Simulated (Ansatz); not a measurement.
C6H8 can be A, `CC1C=CC=C1`, or B, `C=C1CCC1=C`.

Computed with Ansatz on PBE0-D4/def2-TZVP structures; ΔE is electronic, products minus reactants. CCSD(T)/CBS is the MP2 limit (def2-TZVPP, def2-QZVPP) plus CCSD(T) − MP2 in def2-TZVPP, frozen cores. DFT in def2-TZVPP. B3LYP here is the variant with VWN-RPA as its local correlation; programs differ in this.

Problem. Which is lower in electronic energy at CCSD(T)/CBS, and by how much? (Best estimate.)

Solution. Computed: A, by 103.7 kJ/mol.

Problem. Give E(B) − E(A) in kJ/mol with PBE-D4, B2PLYP, HF/def2-TZVPP, LDA (SPW92), BLYP-D4, B3LYP-D4, B3LYP. (Estimate.)

Solution. Ansatz gave: PBE-D4 90.7, B2PLYP 98.3, HF/def2-TZVPP 93.8, LDA (SPW92) 103.6, BLYP-D4 85.7, B3LYP-D4 91.4, B3LYP 89.0. None reverses the order clearly.

Problem. Does the order hold for the free energy at 298.15 K (harmonic terms from PBE0-D4)? (Estimate.)

Solution. Ansatz gave: Yes: G(B) − G(A) = +97.1 kJ/mol. Modes under 60 cm⁻¹, often nearly free rotors, make the harmonic entropy too high.

Largest T1 diagnostic: 0.011.

From r2SCAN to r2SCAN0 (25 % exact exchange), in def2-TZVPP and without D4, E(B) − E(A) moves by +4.1 kJ/mol. Leaving LDA and LC-ωPBE aside and taking each functional with its dispersion term where it has one, the values, not all of them listed here, spread over 21.4 kJ/mol, from BLYP-D4 to PBE-QIDH. LDA lies +14.3 kJ/mol from PBE without D4.
